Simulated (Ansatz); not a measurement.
Reaction (SMILES): ClCCl + 2 [H][H] (H2) → C (CH4) + 2 Cl (HCl)
B3LYP-D3(BJ)/def2-TZVP geometries, fixed; electronic energies without zero-point terms.
Largest species:
```xyz
5

C      0.0039     0.0052     0.7673
Cl    -0.0175     1.4825    -0.2263
Cl     0.0153    -1.4855    -0.2061
H     -0.8904    -0.0005     1.3784
H      0.9045     0.0193     1.3690
```

Energies in hartree at MP2 with Ansatz (an electronic-structure program); the energy of full hydrogenation is their sum with the coefficients shown, times 627.509 kcal/mol a hartree. All functions are spherical. Cores are frozen. No added dispersion term, no relativity.

```json
[
 {"species": "ClCCl", "coefficient": "-1", "part": "Hartree-Fock", "cc-pV(D+d)Z": "-958.03523", "cc-pV(T+d)Z": "-958.07944", "cc-pV(Q+d)Z": "-958.08943"},
 {"species": "ClCCl", "coefficient": "-1", "part": "correlation", "cc-pV(D+d)Z": "-0.42085", "cc-pV(T+d)Z": "-0.55367", "cc-pV(Q+d)Z": "-0.60370"},
 {"species": "[H][H] (H2)", "coefficient": "-2", "part": "Hartree-Fock", "cc-pV(D+d)Z": "-1.12874", "cc-pV(T+d)Z": "-1.13293", "cc-pV(Q+d)Z": "-1.13342"},
 {"species": "[H][H] (H2)", "coefficient": "-2", "part": "correlation", "cc-pV(D+d)Z": "-0.02641", "cc-pV(T+d)Z": "-0.03169", "cc-pV(Q+d)Z": "-0.03312"},
 {"species": "C (CH4)", "coefficient": "+1", "part": "Hartree-Fock", "cc-pV(D+d)Z": "-40.19870", "cc-pV(T+d)Z": "-40.21333", "cc-pV(Q+d)Z": "-40.21615"},
 {"species": "C (CH4)", "coefficient": "+1", "part": "correlation", "cc-pV(D+d)Z": "-0.16119", "cc-pV(T+d)Z": "-0.19830", "cc-pV(Q+d)Z": "-0.21010"},
 {"species": "Cl (HCl)", "coefficient": "+2", "part": "Hartree-Fock", "cc-pV(D+d)Z": "-460.09154", "cc-pV(T+d)Z": "-460.10776", "cc-pV(Q+d)Z": "-460.11172"},
 {"species": "Cl (HCl)", "coefficient": "+2", "part": "correlation", "cc-pV(D+d)Z": "-0.14916", "cc-pV(T+d)Z": "-0.20330", "cc-pV(Q+d)Z": "-0.22321"}
]
```

Task: Predict the energy of full hydrogenation in cc-pV(5+d)Z (X = 5): let each Hartree-Fock step shrink by the ratio of the last two, and fit each correlation energy at X = 3 and 4 to E + A/X^3. Compare with the run.

Result: 
- ClCCl: steps -0.04421 and -0.00999, ratio 0.226, so Hartree-Fock -958.09169 (run: -958.09138); A = (-0.55367 - (-0.60370))/(1/27 - 1/64) = 2.3365, correlation -0.60370 - A/64 + A/125 = -0.62152 (run: -0.62441).
- [H][H] (H2): steps -0.00419 and -0.00049, ratio 0.117, so Hartree-Fock -1.13348 (run: -1.13357); A = (-0.03169 - (-0.03312))/(1/27 - 1/64) = 0.0668, correlation -0.03312 - A/64 + A/125 = -0.03363 (run: -0.03367).
- C (CH4): steps -0.01463 and -0.00282, ratio 0.193, so Hartree-Fock -40.21669 (run: -40.21689); A = (-0.19830 - (-0.21010))/(1/27 - 1/64) = 0.5511, correlation -0.21010 - A/64 + A/125 = -0.21430 (run: -0.21437).
- Cl (HCl): steps -0.01622 and -0.00396, ratio 0.244, so Hartree-Fock -460.11269 (run: -460.11243); A = (-0.20330 - (-0.22321))/(1/27 - 1/64) = 0.9299, correlation -0.22321 - A/64 + A/125 = -0.23030 (run: -0.23141).
Predicted -43.64 kcal/mol; the run in cc-pV(5+d)Z gives -43.09, a miss of -0.55. Keeping the value in cc-pV(Q+d)Z, -43.86, would miss by -0.77. All sums are of the energies as printed.
